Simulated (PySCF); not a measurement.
## Magnesium: a sound run and one with changed settings

Sound run: Mg [Ne] 3s2, Mg⁺ [Ne] 3s1. Computed with PySCF 2.14 in aug-cc-pVDZ-DK, with the spin-free X2C one-electron Hamiltonian (Gaussian nucleus). In the sound run the correlated levels freeze [Ne]. The sound run starts from symmetry-adapted Hartree-Fock orbitals and uses a fine grid where one is needed.

Changed run: the non-relativistic Hamiltonian (point nucleus). This setting is unsound on purpose.

| species | method | sound run (hartree) | changed run (hartree) | converged |
| --- | --- | --- | --- | --- |
| Mg | UHF | -199.91423 | -199.55773 | yes |
| Mg | MN15 | -200.34201 | -199.98583 | yes |
| Mg | PBE0 | -200.27044 | -199.91408 | yes |
| Mg | MP2 | -199.93589 | -199.57939 | yes |
| Mg | CCSD(T) | -199.94713 | -199.59065 | yes |
| Mg⁺ | UHF | -199.67045 | -199.31441 | yes |
| Mg⁺ | MN15 | -200.06111 | -199.70544 | yes |
| Mg⁺ | PBE0 | -199.99160 | -199.63576 | yes |

Ionisation energy of Mg:

| method | sound run (eV) | changed run (eV) |
| --- | --- | --- |
| UHF | 6.634 | 6.621 |
| MN15 | 7.644 | 7.630 |
| PBE0 | 7.588 | 7.574 |
| MP2 | 7.223 | 7.211 |
| SCS-MP2 | 7.341 | 7.328 |
| CCSD | 7.529 | 7.517 |
| CCSD(T) | 7.529 | 7.517 |
| CCSDT | 7.529 | 7.517 |
| FCI | 7.529 | 7.517 |

Most of the change in total energy is the relativistic energy itself. On top of that the contraction fixes the core shape for the Hamiltonian it was made with, so the changed run is not a good calculation with the other Hamiltonian either.

For comparison, NIST gives 7.646 eV between the lowest levels.
